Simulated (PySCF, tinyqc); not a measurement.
Coupled-perturbed Hartree-Fock on RHF in the sto-6g basis, for BH, spin multiplicity 1, step by step. The lowest restricted solution is unstable here: a spin-polarised one lies 0.0063 hartree lower (PySCF). Computed by tinyqc, a small Python program that keeps every step (integrals from PySCF). Settings: charge = 0, multiplicity = 1, basis = sto-6g, method = RHF, energy threshold = 1e-10, iteration cap = 84, orthogonalisation = symmetric, start = core, DIIS depth = 6. Command: `OMP_NUM_THREADS=1 python tinyqc.py 26454 26455 out.jsonl` (the two numbers bound the seeds that draw the settings). One thread of a shared host (Intel(R) Xeon(R) Processor @ 2.60GHz), about 0.2 s of CPU time with the checks. The early iterations of the SCF are left out here.

## One-electron integrals

Geometry (angstrom):
```
atom,x,y,z
B,0.000000,0.000000,0.000000
H,0.000000,0.000000,1.658000
```

Basis sto-6g: exponents (1/bohr^2) and contraction coefficients of normalised primitives:
```
element,l (shell),exponent,coefficient
B,s (1),506.011147,0.009164
B,s (1),92.776814,0.049362
B,s (1),25.955658,0.168538
B,s (1),8.916445,0.370563
B,s (1),3.462507,0.416492
B,s (1),1.426054,0.130334
B,s (2),23.194575,-0.013253
B,s (2),4.590810,-0.046992
B,s (2),1.426819,-0.033785
B,s (2),0.548948,0.250242
B,s (2),0.238410,0.595117
B,s (2),0.109280,0.240706
B,p (3),23.194575,0.003760
B,p (3),4.590810,0.037679
B,p (3),1.426819,0.173897
B,p (3),0.548948,0.418036
B,p (3),0.238410,0.425859
B,p (3),0.109280,0.101708
H,s (1),35.523221,0.009164
H,s (1),6.513144,0.049361
H,s (1),1.822143,0.168538
H,s (1),0.625955,0.370563
H,s (1),0.243077,0.416492
H,s (1),0.100112,0.130334
```

Overlap, kinetic and nuclear-attraction integrals over the contracted functions; the nuclear repulsion is the sum of Za Zb / Rab.

nuclear repulsion = 1.59582995 hartree

overlap S:
```
,1B 1s,1B 2s,1B 2px,1B 2py,1B 2pz,2H 1s
1B 1s,1.000000,0.264891,0.000000,0.000000,0.000000,0.023857
1B 2s,0.264891,1.000000,0.000000,0.000000,0.000000,0.268545
1B 2px,0.000000,0.000000,1.000000,0.000000,0.000000,0.000000
1B 2py,0.000000,0.000000,0.000000,1.000000,0.000000,0.000000
1B 2pz,0.000000,0.000000,0.000000,0.000000,1.000000,0.315575
2H 1s,0.023857,0.268545,0.000000,0.000000,0.315575,1.000000
```

kinetic energy T (hartree):
```
,1B 1s,1B 2s,1B 2px,1B 2py,1B 2pz,2H 1s
1B 1s,10.947243,-0.333880,0.000000,0.000000,0.000000,-0.008015
1B 2s,-0.333880,0.374498,0.000000,0.000000,0.000000,0.010785
1B 2px,0.000000,0.000000,1.125026,0.000000,0.000000,0.000000
1B 2py,0.000000,0.000000,0.000000,1.125026,0.000000,0.000000
1B 2pz,0.000000,0.000000,0.000000,0.000000,1.125026,0.067910
2H 1s,-0.008015,0.010785,0.000000,0.000000,0.067910,0.768522
```

nuclear attraction V (hartree):
```
,1B 1s,1B 2s,1B 2px,1B 2py,1B 2pz,2H 1s
1B 1s,-23.710887,-2.828734,0.000000,0.000000,-0.010064,-0.279499
1B 2s,-2.828734,-4.067603,0.000000,0.000000,-0.094985,-0.857638
1B 2px,0.000000,0.000000,-4.047601,0.000000,0.000000,0.000000
1B 2py,0.000000,0.000000,0.000000,-4.047601,0.000000,0.000000
1B 2pz,-0.010064,-0.094985,0.000000,0.000000,-4.107091,-0.955296
2H 1s,-0.279499,-0.857638,0.000000,0.000000,-0.955296,-2.832104
```

core Hamiltonian H = T + V (hartree):
```
,1B 1s,1B 2s,1B 2px,1B 2py,1B 2pz,2H 1s
1B 1s,-12.763643,-3.162614,0.000000,0.000000,-0.010064,-0.287513
1B 2s,-3.162614,-3.693105,0.000000,0.000000,-0.094985,-0.846853
1B 2px,0.000000,0.000000,-2.922575,0.000000,0.000000,0.000000
1B 2py,0.000000,0.000000,0.000000,-2.922575,0.000000,0.000000
1B 2pz,-0.010064,-0.094985,0.000000,0.000000,-2.982065,-0.887387
2H 1s,-0.287513,-0.846853,0.000000,0.000000,-0.887387,-2.063582
```

## Two-electron integrals

Functions are numbered as in S; the eight-fold symmetry (ij|kl) = (ji|kl) = (kl|ij) leaves the list below.

Two-electron integrals (ij|kl) in chemists' order, unique and non-zero (hartree):
```
i,j,k,l,(ij|kl)
1,1,1,1,2.924993
2,1,1,1,0.480756
2,1,2,1,0.099484
2,2,1,1,0.743449
2,2,2,1,0.188967
2,2,2,2,0.544922
3,1,3,1,0.021096
3,2,3,1,0.030854
3,2,3,2,0.120443
3,3,1,1,0.743450
3,3,2,1,0.188967
3,3,2,2,0.544922
3,3,3,3,0.587109
4,1,4,1,0.021096
4,2,4,1,0.030854
4,2,4,2,0.120443
4,3,4,3,0.031641
4,4,1,1,0.743450
4,4,2,1,0.188967
4,4,2,2,0.544922
4,4,3,3,0.523827
4,4,4,4,0.587109
5,1,5,1,0.021096
5,2,5,1,0.030854
5,2,5,2,0.120443
5,3,5,3,0.031641
5,4,5,4,0.031641
5,5,1,1,0.743450
5,5,2,1,0.188967
5,5,2,2,0.544922
5,5,3,3,0.523827
5,5,4,4,0.523827
5,5,5,5,0.587109
6,1,1,1,0.044473
6,1,2,1,0.008936
6,1,2,2,0.016901
6,1,3,3,0.016811
6,1,4,4,0.016811
6,1,5,1,0.000706
6,1,5,2,0.001366
6,1,5,5,0.017081
6,1,6,1,0.000833
6,2,1,1,0.135822
6,2,2,1,0.035296
6,2,2,2,0.115765
6,2,3,3,0.112262
6,2,4,4,0.112262
6,2,5,1,0.004066
6,2,5,2,0.026178
6,2,5,5,0.122771
6,2,6,1,0.003391
6,2,6,2,0.038361
6,3,3,1,0.003227
6,3,3,2,0.015692
6,3,5,3,0.004579
6,3,6,3,0.003561
6,4,4,1,0.003227
6,4,4,2,0.015692
6,4,5,4,0.004579
6,4,6,4,0.003561
6,5,1,1,0.140825
6,5,2,1,0.037026
6,5,2,2,0.127338
6,5,3,3,0.120962
6,5,4,4,0.120962
6,5,5,1,0.006760
6,5,5,2,0.041263
6,5,5,5,0.140091
6,5,6,1,0.003697
6,5,6,2,0.048951
6,5,6,5,0.064789
6,6,1,1,0.318429
6,6,2,1,0.084275
6,6,2,2,0.312206
6,6,3,3,0.296246
6,6,4,4,0.296246
6,6,5,1,0.009822
6,6,5,2,0.086911
6,6,5,5,0.344124
6,6,6,1,0.008178
6,6,6,2,0.143649
6,6,6,5,0.197127
6,6,6,6,0.774999
```

## Orthogonalisation

S = U s U^T; symmetric (Loewdin) form X = U s^(-1/2) U^T, so that X^T S X = 1.

eigenvalues of S: 0.552909  0.807005  1.000000  1.000000  1.173606  1.466480

X:
```
,1B 1s,1B 2s,1B 2px,1B 2py,1B 2pz,2H 1s
1B 1s,1.028458,-0.143202,0.000000,0.000000,-0.005206,0.018244
1B 2s,-0.143202,1.060961,0.000000,0.000000,0.037733,-0.155534
1B 2px,0.000000,0.000000,1.000000,0.000000,0.000000,0.000000
1B 2py,0.000000,0.000000,0.000000,1.000000,0.000000,0.000000
1B 2pz,-0.005206,0.037733,0.000000,0.000000,1.042869,-0.177637
2H 1s,0.018244,-0.155534,0.000000,0.000000,-0.177637,1.074585
```

## Iteration 7 (converged): orbitals

converged F (hartree):
```
,1B 1s,1B 2s,1B 2px,1B 2py,1B 2pz,2H 1s
1B 1s,-7.465895,-2.084688,0.000000,0.000000,-0.016852,-0.193173
1B 2s,-2.084688,-0.971399,0.000000,0.000000,0.004838,-0.298879
1B 2px,0.000000,0.000000,0.251523,0.000000,0.000000,0.000000
1B 2py,0.000000,0.000000,0.000000,0.251523,0.000000,0.000000
1B 2pz,-0.016852,0.004838,0.000000,0.000000,-0.011890,-0.306042
2H 1s,-0.193173,-0.298879,0.000000,0.000000,-0.306042,-0.203694
```

Diagonalise F' = X^T F X, C = X C', fill 3 alpha and 3 beta electrons from the bottom; D = 2 C_occ C_occ^T. Each column has its largest component positive (the first on a tie).

F' = X^T F X (hartree):
```
,1,2,3,4,5,6
1,-7.308248,-1.051958,0.000000,0.000000,-0.033908,0.012391
2,-1.051958,-0.523835,0.000000,0.000000,0.084813,-0.212809
3,0.000000,0.000000,0.251523,0.000000,0.000000,0.000000
4,0.000000,0.000000,0.000000,0.251523,0.000000,0.000000
5,-0.033908,0.084813,0.000000,0.000000,0.097478,-0.328075
6,0.012391,-0.212809,0.000000,0.000000,-0.328075,-0.040194
```

orbital energies (hartree): MO1 -7.467730, MO2 -0.480930, MO3 -0.243731, MO4 0.251523, MO5 0.251523, MO6 0.417593

coefficients C:
```
,MO1,MO2,MO3,MO4,MO5,MO6
1B 1s,0.995419,-0.239092,-0.149044,0.000000,0.000000,-0.091401
1B 2s,0.017060,0.814460,0.589606,0.000000,0.000000,0.400612
1B 2px,0.000000,0.000000,0.000000,-0.454562,0.890715,0.000000
1B 2py,0.000000,0.000000,0.000000,0.890715,0.454562,0.000000
1B 2pz,0.003009,0.116860,-0.576664,0.000000,0.000000,0.879986
2H 1s,-0.002800,0.406952,-0.560086,0.000000,0.000000,-0.855276
```

D after iteration 7:
```
,1B 1s,1B 2s,1B 2px,1B 2py,1B 2pz,2H 1s
1B 1s,2.140477,-0.531253,0.000000,0.000000,0.122006,-0.033216
1B 2s,-0.531253,2.022541,0.000000,0.000000,-0.489550,0.002337
1B 2px,0.000000,0.000000,0.000000,0.000000,0.000000,0.000000
1B 2py,0.000000,0.000000,0.000000,0.000000,0.000000,0.000000
1B 2pz,0.122006,-0.489550,0.000000,0.000000,0.692413,0.741059
2H 1s,-0.033216,0.002337,0.000000,0.000000,0.741059,0.958628
```

Within a degenerate level the vectors are fixed only up to a rotation; this is one choice.

## Convergence

Stop when the energy changes by less than 1e-10 hartree and every element of the error matrix X^T (F D S - S D F) X is below 3e-06.

Course of the cycle:
```
iteration,E (hartree),change,largest element of the error matrix
1,-24.29331433,-,4.40e-01
2,-24.89916474,-6.06e-01,1.50e-01
3,-24.93468436,-3.55e-02,4.15e-02
4,-24.93755101,-2.87e-03,3.34e-03
5,-24.93756368,-1.27e-05,2.05e-04
6,-24.93756375,-7.32e-08,2.64e-06
7,-24.93756375,-6.47e-12,4.42e-07
```

PySCF RHF in the same basis = -24.93756375 hartree

Converged in 7 iterations.

## Integrals over molecular orbitals

(pq|rs) = sum C_ip C_jq C_kr C_ls (ij|kl), one index at a time.

one-electron integrals over orbitals h = C^T H C (hartree):
```
,1,2,3,4,5,6
1,-12.753879,0.313582,0.186588,0.000000,0.000000,0.119068
2,0.313582,-2.937536,-0.262018,0.000000,0.000000,-0.429627
3,0.186588,-0.262018,-2.649587,0.000000,0.000000,0.376667
4,0.000000,0.000000,0.000000,-2.922575,0.000000,0.000000
5,0.000000,0.000000,0.000000,0.000000,-2.922575,0.000000
6,0.119068,-0.429627,0.376667,0.000000,0.000000,-2.480702
```

Two-electron integrals over orbitals (pq|rs), unique and non-zero (hartree):
```
p,q,r,s,(pq|rs)
1,1,1,1,2.904164
2,1,1,1,-0.277663
2,1,2,1,0.043209
2,2,1,1,0.630436
2,2,2,1,-0.010199
2,2,2,2,0.481270
3,1,1,1,-0.171704
3,1,2,1,0.024960
3,1,2,2,-0.013382
3,1,3,1,0.024439
3,2,1,1,0.143732
3,2,2,1,-0.008882
3,2,2,2,-0.022632
3,2,3,1,0.005808
3,2,3,2,0.117385
3,3,1,1,0.594380
3,3,2,1,-0.009955
3,3,2,2,0.437528
3,3,3,1,0.002999
3,3,3,2,0.022145
3,3,3,3,0.483863
4,1,4,1,0.021967
4,2,4,1,0.022935
4,2,4,2,0.080316
4,3,4,1,0.014089
4,3,4,2,0.043020
4,3,4,3,0.041688
4,4,1,1,0.743131
4,4,2,1,-0.009637
4,4,2,2,0.469241
4,4,3,1,-0.005470
4,4,3,2,0.076423
4,4,3,3,0.446662
4,4,4,4,0.587109
5,1,5,1,0.021967
5,2,5,1,0.022935
5,2,5,2,0.080316
5,3,5,1,0.014089
5,3,5,2,0.043020
5,3,5,3,0.041688
5,4,5,4,0.031641
5,5,1,1,0.743131
5,5,2,1,-0.009637
5,5,2,2,0.469241
5,5,3,1,-0.005470
5,5,3,2,0.076423
5,5,3,3,0.446662
5,5,4,4,0.523827
5,5,5,5,0.587109
6,1,1,1,-0.107298
6,1,2,1,0.019194
6,1,2,2,0.004173
6,1,3,1,-0.000682
6,1,3,2,-0.015939
6,1,3,3,-0.014031
6,1,4,4,-0.003441
6,1,5,5,-0.003441
6,1,6,1,0.022391
6,2,1,1,0.161502
6,2,2,1,-0.003203
6,2,2,2,0.049083
6,2,3,1,-0.012976
6,2,3,2,0.031311
6,2,3,3,-0.014762
6,2,4,4,0.086778
6,2,5,5,0.086778
6,2,6,1,0.011249
6,2,6,2,0.100287
6,3,1,1,-0.154751
6,3,2,1,0.003380
6,3,2,2,-0.003334
6,3,3,1,-0.004743
6,3,3,2,-0.106259
6,3,3,3,-0.029869
6,3,4,4,-0.085291
6,3,5,5,-0.085291
6,3,6,1,0.009075
6,3,6,2,-0.061166
6,3,6,3,0.128087
6,4,4,1,0.008236
6,4,4,2,0.029871
6,4,4,3,0.000025
6,4,6,4,0.027213
6,5,5,1,0.008236
6,5,5,2,0.029871
6,5,5,3,0.000025
6,5,6,5,0.027213
6,6,1,1,0.618869
6,6,2,1,-0.006610
6,6,2,2,0.492458
6,6,3,1,-0.013289
6,6,3,2,-0.057916
6,6,3,3,0.463203
6,6,4,4,0.445788
6,6,5,5,0.445788
6,6,6,1,0.008244
6,6,6,2,0.017961
6,6,6,3,0.031765
6,6,6,6,0.547191
```

## Response to a field: uncoupled start

dipole integrals <a|z|i> (bohr):
```
,i1,i2,i3
a4,0.000000,0.000000,0.000000
a5,0.000000,0.000000,0.000000
a6,0.094040,-0.440602,1.426912
```

Field along z; U_ai = -mu_ai / (e_a - e_i), alpha = -4 sum U_ai mu_ai.

uncoupled U:
```
,i1,i2,i3
a4,0.000000,0.000000,0.000000
a5,0.000000,0.000000,0.000000
a6,-0.011926,0.490362,-2.157658
```

uncoupled polarisability = 13.183857 bohr^3

## Coupled step 1

U_ai = -(mu_ai + sum_bj [4 (ai|bj) - (ab|ij) - (aj|bi)] U_bj) / (e_a - e_i); alpha = -4 sum U_ai mu_ai.

U after step 1:
```
,i1,i2,i3
a4,0.000000,0.000000,0.000000
a5,0.000000,0.000000,0.000000
a6,-0.004185,0.293897,-2.321375
```

polarisability = 13.769129 bohr^3

## Coupled step 2

As before.

U after step 2:
```
,i1,i2,i3
a4,0.000000,0.000000,0.000000
a5,0.000000,0.000000,0.000000
a6,-0.001796,0.228774,-2.378699
```

polarisability = 13.980648 bohr^3

## Coupled polarisability

Repeat until U stops changing; compare with -d2E/dF2.

Course of the coupled iterations:
```
step,alpha (bohr^3)
0,13.183857
1,13.769129
2,13.980648
3,14.052041
4,14.076157
5,14.084302
6,14.087054
7,14.087983
8,14.088297
9,14.088403
10,14.088439
11,14.088451
12,14.088455
13,14.088456
14,14.088457
15,14.088457
16,14.088457
17,14.088457
```

coupled polarisability = 14.088457 bohr^3

finite-field check, fields of +/-0.001 au = 14.088448 bohr^3
